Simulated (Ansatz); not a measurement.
Compare A (`F/C=C\C=C/F`) with its isomer B (`FC1=CC(F)C1`).

Isolated molecules relaxed with PBE0-D4/def2-TZVP in Ansatz; ΔE leaves out vibrations. CCSD(T)/CBS is the MP2 limit (def2-TZVPP, def2-QZVPP) plus CCSD(T) − MP2 in def2-TZVPP, frozen cores. DFT in def2-TZVPP. B3LYP here is the variant with VWN-RPA as its local correlation; programs differ in this. One conformer a species, not always the lowest.

A:

```xyz
10

F     1.444   -1.567   -1.318
C     1.298   -1.297   -0.016
C     0.433   -0.391    0.424
C    -0.433    0.391   -0.424
C    -1.298    1.297    0.016
F    -1.444    1.567    1.318
H     1.954   -1.892    0.606
H     0.388   -0.243    1.496
H    -0.388    0.243   -1.496
H    -1.954    1.891   -0.606
```

B:

Z-matrix (Å, degrees):
```
C
F 1 1.379
C 1 1.555 2 113.9
C 1 1.502 2 115.6 3 100.7
H 1 1.093 2 107.3 3 -128.0
C 3 1.492 1 82.5 2 119.7
H 3 1.091 1 112.6 2 4.8
H 3 1.092 1 116.5 2 -123.9
H 4 1.080 1 133.5 2 64.6
F 6 1.317 3 128.4 1 174.5
```

Question: Which is lower in electronic energy at CCSD(T)/CBS, and by how much? (An estimate is asked.)

Answer: The calculation gave: A, by 6.3 kcal/mol.

Question: Give E(B) − E(A) in kcal/mol with ωB97M-V, PBE-D4, r2SCAN-D4, B3LYP-D4, PBE0-D4, MP2/def2-TZVPP, CCSD/def2-TZVPP. (An estimate is asked.)

Answer: Computed: ωB97M-V 5.2, PBE-D4 6.9, r2SCAN-D4 8.2, B3LYP-D4 10.8, PBE0-D4 4.2, MP2/def2-TZVPP 4.5, CCSD/def2-TZVPP 6.2. None reverses the order clearly.

Largest T1 diagnostic: 0.013.

In def2-TZVPP, CCSD(T) changes the Hartree–Fock value by −2.5 kcal/mol (the triples alone add +0.4 kcal/mol) and MP2 by −4.5 kcal/mol. From PBE to PBE0 (25 % exact exchange), in def2-TZVPP and without D4, E(B) − E(A) moves by −2.8 kcal/mol.
